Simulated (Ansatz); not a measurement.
`BB[SiH3]` + H₂O → `OB[SiH3]` + BH₃ at 298.15 K and 1 bar (formal hydrolysis of a B–B bond).

Isolated molecules relaxed with PBE0-D4/def2-TZVP in Ansatz; ΔE leaves out vibrations. CBS: MP2 limit from def2 TZ/QZ plus the TZ coupled-cluster correction, frozen cores. This one scheme is used for every species. Each species was taken in one conformer, which may not be the lowest.

| species | CCSD(T)/CBS energy (Eh) | H − E (kJ/mol) | S (J/(mol·K)) |
| --- | --- | --- | --- |
| `BB[SiH3]` | -342.20223 | 164.2 | 314.7 |
| H₂O | -76.37941 | 66.4 | 188.7 |
| `OB[SiH3]` | -392.07510 | 152.2 | 296.1 |
| BH₃ | -26.55200 | 78.7 | 188.3 |

H − E and S are ideal-gas, rigid-rotor, harmonic terms from PBE0-D4/def2-TZVP, for one conformer and one mirror image of each species. 1 Eh = 2625.50 kJ/mol, R = 8.31446 J/(mol·K).

Question: By hand: ΔE, ΔH, ΔS and ΔG.

Answer: ΔE = (-392.07510) + (-26.55200) − (-342.20223) − (-76.37941) = -0.04546 Eh = -119.4 kJ/mol. Δ(H − E) = 152.2 + 78.7 − 164.2 − 66.4 = 0.3, so ΔH = -119.1 kJ/mol. ΔS = 296.1 + 188.3 − 314.7 − 188.7 = -19.0 J/(mol·K). ΔG = -119.1 − 298.15 × (-19.0)/1000 = -113.4 kJ/mol.

Question: By hand: the equilibrium constant, and the temperature at which ΔG would vanish if ΔH and ΔS stayed fixed.

Answer: log₁₀ K = −ΔG/(RT ln 10) = 19.9. ΔG = 0 at ΔH/ΔS = 6268 K, far beyond where these terms or the molecules hold.

ΔH outweighs TΔS. A doubt of 5 kJ/mol in ΔE shifts log₁₀ K by 0.9 here. Other conformers and mirror images would add mixing entropy, several J/(mol·K) or more a flexible species. These are equilibria of isolated gas molecules and say nothing of rates. Largest T1 diagnostic: 0.015 (customary marks: 0.02 for closed shells, 0.045 for open ones).
